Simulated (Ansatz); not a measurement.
[Cl···H···O], triplet in cc-pVTZ: errors against UCCSDT(Q)

Geometry: a point of a hydrogen-transfer path between rigid fragments, not a stationary point.

```xyz
3

Cl    0.0000    0.0000   -1.2963
H     0.0000    0.0000   -0.0175
O     0.0000    0.0000    1.3137
```

Basis cc-pVTZ; Ansatz 0.2.0. Correlated methods freeze the noble-gas cores, which leaves 14 electrons in 72 orbitals. R marks a restricted (for open shells ROHF) determinant, U an unrestricted one. Active spaces: pair = (4e, 4o) about the gap; valence = (14e, 9o) chosen from the atoms' valence shells.

Full CI isn't at hand for all of this; UCCSDT(Q) serves as the reference, and is uncertain by about the last step of the cluster series. The frozen core follows each run's orbitals, which can shift R against U totals by a few meV.

HF rows are the lowest solutions found. Coupled cluster chose its determinant by trial CCSD, here up to 0.12 eV above the lowest Hartree–Fock solution of its kind, and MP2 stands on that determinant too.

```
UHF ⟨S²⟩                            : 2.010
⟨S²⟩ of the determinant under UCCSD : 2.020
T1 diagnostic (RCCSD)               : 0.0255
largest doubles amplitude (RCCSD)   : 0.041
T1 diagnostic (UCCSD)               : 0.0167
```

```tsv
level	E − E(UCCSDT(Q)) (kJ/mol)	share of correlation (%)	wall time
UHF†	1070.0	–	2 s
RMP2	133.4	87.87	–
UMP2	132.5	87.95	–
RCCSD	38.1	96.53	–
UCCSD	37.4	96.60	–
RCCSD(T)	4.3	99.61	18 s
UCCSD(T)	4.1	99.63	16 s
BCCD(T)	4.2	99.62	14 s (H100)
RCCSDT	1.6	99.85	–
UCCSDT	1.4	99.88	–
RCCSDT(Q)	0.3	99.97	56 s (H100)
CASSCF (pair space)†	1053.9	–	–
NEVPT2 (pair space)†	138.8	–	14 s (H100)
CASSCF (valence space)†	1044.0	–	–
NEVPT2 (valence space)†	212.9	–	4.7 s
MRCISD (valence space)†	119.3	–	–
MRCISD+Q (valence space)†	29.0	–	13 s (H100)
```

A dagger marks rows that describe another state than the reference (another or a broken symmetry, a higher spin or other natural occupations), so the difference isn't the method's error.

The correlation energy at UCCSDT(Q), counted from the determinant under the R cluster runs, is -11.394 eV. That run took 33 s on 2 threads of AMD EPYC 7R13 with a shared H100 80 GB, shared host.

Run but not shown, since their state or frozen core can't be matched to the reference's or they repeat it: RHF.

Times hold each run's SCF and search for its determinant on a shared host, so for small cases they say little of a method's own cost; rows without a card ran on 1 thread of AMD EPYC 7R13.
